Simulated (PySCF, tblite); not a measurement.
**CH7NSi, a small molecule taken as a stand-in for a surface group (C site with back bonds N[SiH3], [H], [H]): NMR shifts, core binding energies and electronic excitations**

Wanted: the NMR shifts, core binding energies and electronic excitations for `CN[SiH3]`.

Computed with tblite 0.8.0 and PySCF 2.14.0; each step states its level. No surroundings beyond the atoms listed, unless a continuum is named. Atoms count from 0, parts from 1.

### 1 The system as given

10 atoms, charge 0, multiplicity 1; geometry: distance geometry start.

### 2 Geometry optimisation with GFN2-xTB

Job settings and geometry (Å):

```
{"job": {"kind": "relax", "xc": "GFN2-xTB", "basis": "xTB"}, "charge": 0, "multiplicity": 1}
C      0.612058    -1.366482    -0.140655
N      0.306997    -0.476530     0.950084
Si    -0.191084     1.237811     0.482976
H      0.988666    -2.257120     0.249966
H      1.302010    -0.914373    -0.776267
H     -0.273175    -1.574052    -0.669762
H      0.894219    -0.564169     1.762490
H     -1.553736     1.390670     0.700309
H      0.136823     1.438529    -0.889011
H      0.590222     2.147391     1.255213
```

Method: GFN2-xTB geometry optimisation, gas phase.

Command:

```sh
$ OMP_NUM_THREADS=1 python cluster_run.py task.json out
```

The driver reads the jobs from task.json and runs them one after another.

**Question.** The jobs that follow are: PBE0-D3(BJ)/def2-SVP geometry optimisation, gas phase; GIAO PBE0/pcSseg-2 NMR shielding, non-relativistic, gas phase; delta-SCF UKS SCAN, pcX-2 on the ionised atom, pcseg-1 elsewhere, spin-free X2C; TDDFT CAM-B3LYP/def2-SVPD, vertical, gas phase, core orbitals frozen in the response. Predict: point group; rotational constants (main isotopes); ¹³C shifts against TMS (PBE0/pcSseg-2); ¹H shifts against TMS (PBE0/pcSseg-2); ¹⁵N shifts against NH3 (PBE0/pcSseg-2); ²⁹Si shifts against TMS (PBE0/pcSseg-2); C1s binding energies, SCAN/pcX-2; N1s binding energies, SCAN/pcX-2; Si2p binding energies, SCAN/pcX-2; lowest singlet (CAM-B3LYP/def2-SVPD); brightest single state of those computed; lowest triplet; vertical ionisation energy (ΔSCF).

**Answer**, as computed:

```
                                quantity                                          value
                             point group                                             C1
    rotational constants (main isotopes)                          29.87, 5.16, 4.78 GHz
  ¹³C shifts against TMS (PBE0/pcSseg-2)                                       33.4 ppm
   ¹H shifts against TMS (PBE0/pcSseg-2)  4.79, 4.63, 4.60, 2.78, 2.72, 2.38, -0.32 ppm
  ¹⁵N shifts against NH3 (PBE0/pcSseg-2)                                        5.8 ppm
 ²⁹Si shifts against TMS (PBE0/pcSseg-2)                                      -52.2 ppm
        C1s binding energies, SCAN/pcX-2                                   C0 291.72 eV
        N1s binding energies, SCAN/pcX-2                                   N1 404.54 eV
       Si2p binding energies, SCAN/pcX-2                                  Si2 107.09 eV
    lowest singlet (CAM-B3LYP/def2-SVPD)                    5.86 eV (212 nm), f = 0.003
brightest single state of those computed                    state 6, 7.82 eV, f = 0.038
                          lowest triplet                                        5.57 eV
       vertical ionisation energy (ΔSCF)                                        9.07 eV
```

What this shows: Over 3 steps the energy fell by 0.151 eV; of the close pairs, Si2–H7 changed most, 1.427 to 1.497 Å (PBE0/def2-SVP). At PBE0/pcSseg-2: The largest span, 129 ppm, is at Si2, where the paramagnetic term is -484 ppm. The lowest singlet, at 5.86 eV, is HOMO→LUMO 0.91 and is weak; of the 6 states computed, the strongest absorption comes from state 6 at 7.82 eV (the last computed, so partners may be missing). The lowest triplet lies 0.28 eV below the lowest singlet (triplets in Tamm-Dancoff, singlets in full TDDFT). The orbital energy would give 8.17 eV for ionisation, ΔSCF gives 9.07 eV.
